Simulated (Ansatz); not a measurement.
## CH₂AlN, SMILES [CH]1=[N][AlH]1: an active-space calculation, step by step

Computed with the Python package of Ansatz (0.2.0).

Run as a notebook:

**Cell 1**
```python
import ansatz as az
```

**Cell 2**
```python
GEOMETRY = """
C    -0.57120   -0.75940    0.07180
N     0.26750   -0.63720    1.11060
Al    0.49090    0.63090   -0.09730
H    -1.38230   -1.21490   -0.40670
H     1.24500    1.90690   -0.71980
"""
```

**Cell 3**
```python
system = az.Crystal.molecule()
for line in GEOMETRY.strip().splitlines():
    symbol, *xyz = line.split()
    system = system.atom(symbol, [float(v) for v in xyz])
```

**Cell 4**
```python
calculation = (
    system.calculation()
    .basis(gaussian="cc-pVDZ")
    .correlation(active_electrons=4, active_orbitals=4)
)
for method in ["sc_nevpt2"]:
    data = (calculation if method is None else calculation.correlation(method)).run(threads=1, pin="off").report
    space = data["configurations"]
    state = space["states"][0]
    print(method or "casscf", f"total {data['free_energy_ev'] / 27.211386246:.6f} Ha, active-space state {state['energy']['hartree']:.6f} Ha, mean field {data['reference_energy_ev'] / 27.211386246:.6f} Ha")
    print("  determinants", state["n_determinants"], " natural occupations", [round(n, 3) for n in space["natural_occupations"]])
```
Output:
```text
RunWarning: the results are in doubt because another end's mean lies 0.202 eV lower, and its corrected mean 0.154 eV higher
sc_nevpt2 total -335.626374 Ha, active-space state -335.339109 Ha, mean field -335.284545 Ha
  determinants 36  natural occupations [1.971, 1.931, 0.07, 0.028]
```

Total energies depend on the basis set; only differences at equal settings carry meaning. Warnings are shown shortened and without file and line. The geometry is a force-field or estimated start, not a minimum of this method, and the basis set is short of its limit. The active space starts as a window about the frontier orbitals and is then optimised, not chosen by chemistry. A lower CASSCF solution was found and passed over, so the printed active-space state isn't the lowest. Finished in 1.9 s on 1 thread of Arm Neoverse V2, on a shared host, peak memory 0.15 GiB.

(Lines on the test bed's own set-up are left out of the output.)
